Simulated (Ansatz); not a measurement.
System: GaGeTe (R-3m, No. 166; cell taken from a computed entry). Method: HSE06+SOC (PAW; Ansatz, a program for electronic structure).

Numerical settings: plane-wave cutoff 460 eV, 6×6×6 k mesh, Fermi–Dirac smearing 0.01 eV, PAW data made under PBE.

Cell (relaxed with PBEsol):

```
GaGeTe
1.0
    2.02499     1.16913    11.64230
   -2.02499     1.16913    11.64230
    0.00000    -2.33826    11.64230
Ga Ge Te
2 2 2
Cartesian
  0.00000   0.00000   8.81040
  0.00000   0.00000  26.11651
  0.00000   0.00000  11.24248
  0.00000   0.00000  23.68443
  0.00000   0.00000   4.09956
  0.00000   0.00000  30.82735
```

Q: Predict the band gap and direct gap at Γ.

A: 
- band gap = 0.78 eV (on the SCF k mesh) (direct)
- direct gap at Γ = 1.71 eV

Note: cell and atoms aren't relaxed at this level (largest force component 0.09 eV/Å, pressure 0.9 GPa); this cell isn't known to be the ambient phase, and symmetry holds it in the calculation; the cell has widely spaced layers and the level no dispersion term, so their spacing and the moduli can rest on weak binding.

Computed values are for the static lattice.
